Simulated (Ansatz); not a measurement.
Consider the isomerisation: `CCC(CC)C(C)C` → `CC(C)CCC(C)C`.

Program: Ansatz. Geometries: PBE0-D4/def2-TZVP. ΔE: electronic, gas phase. CBS: MP2 limit from def2 TZ/QZ plus the TZ coupled-cluster correction, frozen cores. Functionals use def2-TZVPP. B3LYP here is the variant with VWN-RPA as its local correlation; programs differ in this. Each species was taken in one conformer, which may not be the lowest.

`CCC(CC)C(C)C`:

Cartesian coordinates in Å:
```
C 1.451 -0.192 1.799
C 1.406 -0.527 0.316
C 0.060 -0.265 -0.368
C -1.051 -1.156 0.195
C -0.730 -2.641 0.218
C -0.347 1.219 -0.347
C -1.604 1.479 -1.170
C 0.769 2.133 -0.837
H 2.433 -0.421 2.218
H 1.257 0.868 1.983
H 0.713 -0.763 2.367
H 1.667 -1.580 0.179
H 2.187 0.031 -0.206
H 0.191 -0.540 -1.426
H -1.308 -0.820 1.207
H -1.954 -1.011 -0.402
H -0.410 -2.991 -0.768
H 0.065 -2.883 0.927
H -1.608 -3.224 0.506
H -0.571 1.490 0.694
H -2.480 0.963 -0.776
H -1.836 2.547 -1.188
H -1.460 1.156 -2.207
H 1.648 2.108 -0.190
H 0.425 3.170 -0.881
H 1.089 1.850 -1.846
```

`CC(C)CCC(C)C`:

Z-matrix (Å, degrees):
```
C
C 1 1.522
H 1 1.093 2 111.0
H 1 1.092 2 112.1 3 -120.4
H 1 1.095 2 110.5 3 119.3
C 2 1.526 1 112.2 3 -178.6
C 2 1.522 1 110.5 3 -54.9
H 2 1.099 1 108.0 3 63.1
C 6 1.520 2 114.7 1 -62.4
H 6 1.097 2 108.3 1 61.1
H 6 1.097 2 108.5 1 175.8
H 7 1.093 2 111.4 1 178.2
H 7 1.095 2 110.6 1 -62.1
H 7 1.093 2 111.4 1 57.6
C 9 1.526 6 114.7 2 -171.0
H 9 1.097 6 108.7 2 -49.4
H 9 1.097 6 110.2 2 66.4
C 15 1.522 9 112.2 6 -62.4
C 15 1.522 9 110.4 6 173.9
H 15 1.099 9 107.6 6 56.2
H 18 1.095 15 110.5 9 -59.2
H 18 1.092 15 112.1 9 61.1
H 18 1.093 15 111.0 9 -178.5
H 19 1.093 15 111.4 9 -177.7
H 19 1.093 15 111.4 9 -57.1
H 19 1.095 15 110.6 9 62.6
```

| level | ΔE (kJ/mol) | difference from CCSD(T)/CBS |
| --- | --- | --- |
| PBE-D4 | -11.7 | -1.1 |
| r2SCAN-D4 | -12.5 | -1.9 |
| PBE0-D4 | -11.7 | -1.1 |
| B3LYP-D4 | -11.9 | -1.3 |
| ωB97X-V | -11.3 | -0.7 |
| B2PLYP | -15.9 | -5.3 |
| PBE | -17.1 | -6.5 |
| PBE0 | -16.6 | -6.0 |
| B3LYP | -20.2 | -9.6 |
| CCSD/def2-TZVPP | -12.1 | -1.5 |
| CCSD(T)/def2-TZVPP | -10.1 | 0.5 |
| HF/def2-QZVPP | -24.6 | -14.0 |
| SCS-MP2/def2-QZVPP | -12.0 | -1.4 |
| HF/CBS(def2) | -24.6 | -14.0 |
| MP2/CBS(def2) | -9.5 | 1.1 |
| CCSD/CBS(def2) | -12.6 | -2.0 |
| CCSD(T)/CBS | -10.6 | 0 |

Largest T1 diagnostic among the species: 0.009.

The D4 term adds +8.3 kJ/mol with B3LYP and +4.9 kJ/mol with PBE0; it sums over pairs of atoms, weighted by their polarisabilities, and B3LYP, whose exchange is more repulsive, gets the larger term. In def2-TZVPP, CCSD(T) changes the Hartree–Fock value by +14.3 kJ/mol (the triples alone add +2.0 kJ/mol) and MP2 by +15.5 kJ/mol.
